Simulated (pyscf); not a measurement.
A first-order saddle from PySCF, ωB97X-D3(BJ)/def2-SVP:

```xyz
8

O      0.3773     0.1999    -0.1554
Si     1.4568     0.9027    -1.1303
H     -0.0238    -1.0360     0.8759
H      0.6429     2.1363    -1.6686
N     -1.0329    -0.9772     1.2499
H     -1.0429    -0.0897     0.6347
H     -1.6494    -1.7243     0.9319
H     -1.1079    -0.8048     2.2518
```

Surface: singlet, charge 0. Lowest wavenumbers (cm⁻¹): 896i, 69, 111, 253, 295.

### Question
Which two sides does it connect, and which bonds change?

### Answer
`[OH][SiH]` [singlet] + `[NH3]` ⇌ `[OH][SiH]` [singlet] + `[NH3]`, a four-centre exchange read from left to right: H–O, H–N broken and H–O, H–N formed. At CCSD(T)/def2-TZVPP + ΔMP2(QZVPP) it lies +1.19 eV from the left side and +1.19 eV from the right (each side as separated species at their lowest minima found). On the reactant side the descent ends in a bound adduct, 0.44 eV under the separated species and 1.61 eV under the saddle at ωB97X-D3(BJ)/def2-TZVP. On the product side the descent ends in a bound adduct, 0.47 eV under the separated species and 1.64 eV under the saddle at ωB97X-D3(BJ)/def2-TZVP. The same reactants have a lower exit, to H₂N–SiH: [singlet] + H₂O (highest point, the separated products, at +0.17 eV at ωB97M-D3(BJ), against +1.16 eV here). One saddle was located; it need not be the lowest between these sides. The CCSD(T) − MP2 part came from Ansatz, without density fitting, on the same reference.
